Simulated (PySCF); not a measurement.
CHO, SMILES [CH]=O (connectivity only; charge and spin as stated), charge +1, multiplicity 1.

The structure is a stationary point at r2SCAN-D4/def2-TZVPD. The isomer is the one that the SMILES or the coordinates give; other isomers of the formula were not compared.

All values below come from PySCF with TDDFT-ωB97X/def2-TZVPD.

Vertical excitations; the highest root listed may be one member of a degenerate set. Isolated molecule, no solvent. State labels are in the subgroup C2v.

Computed excitation energies, oscillator strengths and character:
```tsv
state	symmetry	energy (eV)	λ (nm)	f	main pairs
S1	A2	9.51	130	0.000	HOMO→LUMO 50 %, HOMO−1→LUMO+1 50 %
S2	A2	9.90	125	0.000	HOMO−1→LUMO+1, HOMO→LUMO (degenerate set)
S3	A1	9.90	125	0.000	HOMO→LUMO+1, HOMO−1→LUMO (degenerate set)
S4	B1	11.76	105	0.001	HOMO−2→LUMO (degenerate set)
S5	B2	11.76	105	0.001	HOMO−2→LUMO+1 (degenerate set)
S6	B1	14.70	84	0.008	HOMO−1→LUMO+2, HOMO−3→LUMO (degenerate set)
S7	B2	14.70	84	0.008	HOMO→LUMO+2, HOMO−3→LUMO+1 (degenerate set)
S8	A1	14.73	84	0.368	HOMO−1→LUMO 41 %, HOMO→LUMO+1 41 %, HOMO−2→LUMO+2 13 %
S9	B2	16.14	77	0.248	HOMO−3→LUMO+1, HOMO→LUMO+2 (degenerate set)
S10	B1	16.14	77	0.248	HOMO−3→LUMO, HOMO−1→LUMO+2 (degenerate set)
T1	A1	7.83	158	0	HOMO→LUMO+1 49 %, HOMO−1→LUMO 49 %
T2	A2	8.62	144	0	HOMO→LUMO, HOMO−1→LUMO+1 (degenerate set)
T3	A1	8.62	144	0	HOMO−1→LUMO, HOMO→LUMO+1 (degenerate set)
T4	A2	9.54	130	0	HOMO−1→LUMO+1 50 %, HOMO→LUMO 50 %
```
Triplets are in the Tamm–Dancoff approximation, which puts them higher than full response would, so one can lie above its singlet here.
